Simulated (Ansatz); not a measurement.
Geometry optimisation, Ansatz, RKS revPBE/def2-SVP.

input.yaml

```yaml
crystal:
  periodic: [false, false, false]
  atoms:
    - { symbol: Si, position_ang: [-0.514399, -0.227055, -0.204855] }
    - { symbol: F, position_ang: [0.239973, 1.10314, 2.143649] }
    - { symbol: H, position_ang: [0.700629, -0.866453, 0.399354] }
    - { symbol: H, position_ang: [-0.306408, 1.232195, -0.487898] }
    - { symbol: H, position_ang: [-0.77005, -0.907489, -1.531252] }
    - { symbol: P, position_ang: [-2.243495, -0.479579, 1.158137] }
    - { symbol: H, position_ang: [-3.256852, -0.255556, 0.163135] }
    - { symbol: H, position_ang: [-2.294209, -1.912702, 1.054779] }
    - { symbol: H, position_ang: [-0.593788, 1.001399, 2.549051] }
basis:
  gaussian: { orbitals: def2-SVP }
hamiltonian:
  xc: revpbe
relax:
  f_tol: 0.03
  max_steps: 50
```

Run as:

```bash
$ ansatz run input.yaml --threads 1 --pin off --max-ram 2048MiB --backend cpu --events-out ev --progress --plain --runs-dir out
```

Question: Where does it end, and by what steps?

Answer: The run converged. After 8 steps the energy has fallen by 0.140 eV; F2 moved furthest, 0.41 Å.

| step | energy less start (eV) | largest force component (eV/Å) | accepted |
| --- | --- | --- | --- |
| 0 | 0.0000 | 0.975 | yes |
| 1 | -0.0831 | 1.297 | yes |
| 2 | -0.0711 | 1.935 | no |
| 3 | -0.1113 | 0.884 | yes |
| 4 | -0.1186 | 1.101 | yes |
| 5 | -0.1297 | 0.243 | yes |
| 6 | -0.1248 | 0.232 | no |
| 7 | -0.1390 | 0.047 | yes |
| 8 | -0.1401 | 0.020 | yes |

```xyz
9
Properties=species:S:1:pos:R:3
Si -0.465 -0.279 -0.360
F 0.129 1.264 2.505
H 0.771 -0.871 0.249
H -0.266 1.179 -0.652
H -0.790 -1.004 -1.640
P -2.149 -0.450 1.195
H -3.233 -0.141 0.302
H -2.308 -1.876 1.105
H -0.727 0.867 2.540
```

The run took 24 s on 1 thread of Arm Neoverse V1 (shared host), peak memory 0.14 GiB.
